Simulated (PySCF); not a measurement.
propyne (C3H4), SMILES CC#C. Geometry optimised at B3LYP-D3(BJ)/def2-TZVP.

Method: B3LYP-D3(BJ)/def2-TZVP (PySCF).

Harmonic wavenumbers (cm⁻¹): 347, 347, 662, 662, 945, 1058, 1058, 1417, 1479, 1479, 2229, 3032, 3090, 3090, 3474. Rotational constants (GHz): 160.7, 8.612, 8.612; symmetry number 3.

Question: Work out the zero-point energy and the ideal-gas rigid-rotor harmonic-oscillator thermochemistry at 298.15 K and 1 atm.

Answer: ZPE = ½ Σ hcν = ½ × 24370 cm⁻¹ = 34.84 kcal/mol. H − E(el) = 37.90 kcal/mol. Entropy in cal/(mol K): translation 36.99, rotation 18.64, vibration 3.37, total 59.01. G − E(el) = 20.31 kcal/mol. Cp = 14.26 cal/(mol K).
